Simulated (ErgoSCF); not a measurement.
**One shape, several levels: CHO2 (SMILES O=[C]O)**

Aim: a comparison of 4 runs (UHF/STO-3G, UHF/def2-SVP, UPBE0/def2-SVP, UPBE0/pcseg-1) of CHO2. 

Program for the calculation: ErgoSCF 3.8.

**1. The structure to begin with**

The species is CHO2 (4 atoms), meant as a doublet with charge 0. As SMILES, `O=[C]O`. The coordinates come from a PBE0-D4/def2-TZVP relaxation.

Bond lengths: O1–C2 1.179 Å, C2–O3 1.316 Å, O3–H4 0.976 Å. Angles: O1–C2–O3 130.9°, C2–O3–H4 109.3°.

**2. The energy at UHF/STO-3G (run 1)**

The input, geom.xyz:

```xyz
4
CHO2
O      0.047700     0.326400     1.340500
C      0.481200    -0.303400     0.443400
O      0.134900    -0.348200    -0.825300
H     -0.608300     0.264800    -0.978800
```

The input, ergo.in:

```
# single point, CHO2
set_nthreads("env")
molecule "geom.xyz"
basis = "STO-3G"
scf.max_number_of_iterations = 120
scf.output_mulliken_pop = 1
scf.use_diagonalization = 1
spin_polarization = 1
tmpdir = "."
run "HF"
```

The basis set STO-3G is read from a file made from the Basis Set Exchange's data (not shown).

Run with:

```sh
$ ergo ergo.in
```

What it wrote:

```text
[...]
INSC SCF_general constructor, number of basis functions: 16
[...]
INSC Energy   1 =       -159.95687392378
[...]
INDE E_LUMO =          0.25213423430
[...]
INSC Energy  18 =       -185.58660281847  ( diff     -0.000000000003070 )
[...]
RESC CONVERGED after  18 iterations.
RESC FINAL ENERGY:       -185.58660281847
RESC FINAL <S2> =          0.76877307494
[...]
INSC SCF: dipole_moment_x [atomic units] =      -0.34601094
INSC SCF: dipole_moment_y [atomic units] =       0.18053555
INSC SCF: dipole_moment_z [atomic units] =      -0.45147401
[...]
```

It took 1.5 s on 1 thread of Arm Neoverse V1, shared host; peak memory 0.26 GiB.

**3. The energy at UHF/def2-SVP (run 2)**

The input, mol.xyz:

```xyz
4
CHO2
O      0.047700     0.326400     1.340500
C      0.481200    -0.303400     0.443400
O      0.134900    -0.348200    -0.825300
H     -0.608300     0.264800    -0.978800
```

The input, ergo.in:

```
# CHO2
set_nthreads(1)
molecule "mol.xyz"
spin_polarization = 1
scf.use_diagonalization = 1
basis = "def2-SVP"
tmpdir = "."
scf.max_number_of_iterations = 120
scf.output_mulliken_pop = 1
run "HF"
```

The basis set def2-SVP is read from a file made from the Basis Set Exchange's data (not shown).

Run with:

```sh
$ ergo ergo.in
```

What it wrote:

```text
[...]
INSC SCF_general constructor, number of basis functions: 47
[...]
INSC Energy   1 =        -79.43191731030
[...]
INDE E_LUMO =          0.08194113974
[...]
INSC Energy  20 =       -187.98369940863  ( diff     -0.000000000006906 )
[...]
RESC CONVERGED after  20 iterations.
RESC FINAL ENERGY:       -187.98369940863
RESC FINAL <S2> =          0.76232858016
[...]
INSC SCF: dipole_moment_x [atomic units] =      -0.33823021
INSC SCF: dipole_moment_y [atomic units] =       0.09427660
INSC SCF: dipole_moment_z [atomic units] =      -0.73920499
[...]
```

It took 10 s on 1 thread of Arm Neoverse V1, shared host; peak memory 0.26 GiB.

Run 3 isn't shown in full; the table further down has it.

**4. A single-point energy at UPBE0/pcseg-1 (run 4)**

The input, ergo.in:

```
set_nthreads(1)
molecule_inline Angstrom
O      0.047700     0.326400     1.340500
C      0.481200    -0.303400     0.443400
O      0.134900    -0.348200    -0.825300
H     -0.608300     0.264800    -0.978800
EOF
basis = "pcseg-1"
scf.use_diagonalization = 1
XC.angint = 41
tmpdir = "."
XC.sparse_mode = 0
scf.output_mulliken_pop = 1
scf.max_number_of_iterations = 120
XC.radint = 1e-11
spin_polarization = 1
run "PBE0"
```

The basis set pcseg-1 is read from a file made from the Basis Set Exchange's data (not shown).

Run with:

```sh
$ ergo ergo.in
```

What it wrote:

```text
[...]
INDF Weighted mixed functional:
[...]
INSC Energy   1 =        -84.17867853064
[...]
INDE E_LUMO =         -0.09131375439
[...]
INSC Energy  23 =       -188.85816977502  ( diff     -0.000000000022368 )
[...]
RESC CONVERGED after  23 iterations.
RESC FINAL ENERGY:       -188.85816977502
RESC FINAL <S2> =          0.75320751616
[...]
INSC SCF: dipole_moment_x [atomic units] =      -0.41667816
INSC SCF: dipole_moment_y [atomic units] =       0.18444206
INSC SCF: dipole_moment_z [atomic units] =      -0.66310511
[...]
```

Wall time 18 s (1 thread of Arm Neoverse V1, shared host); peak memory 0.26 GiB.

**5. Overview of the runs**

```
run           level  integration grid  radint  energy (Eh)  dipole moment (D)   ⟨S²⟩  wall time
  1      UHF/STO-3G                 –       –  -185.586603               1.52  0.769      1.5 s
  2    UHF/def2-SVP                 –       –  -187.983699               2.08  0.762       10 s
  3  UPBE0/def2-SVP             Turbo   1e-11  -188.751376               2.09  0.753       18 s
  4   UPBE0/pcseg-1             Turbo   1e-11  -188.858170               2.05  0.753       18 s
```

**6. What came out**

| quantity | value |
| --- | --- |
| run 4: total energy | -188.85817 Eh |
| run 4: dipole moment | 2.05 D |
| run 4: ⟨S²⟩ | 0.753 |

The dipole moment (its size) runs from 1.52 D (UHF/STO-3G) to 2.09 D (UPBE0/def2-SVP). The two ends differ in method and basis. In run 1 the basis is minimal, so the values are rough. All runs together took 47 s, the longest 18 s.
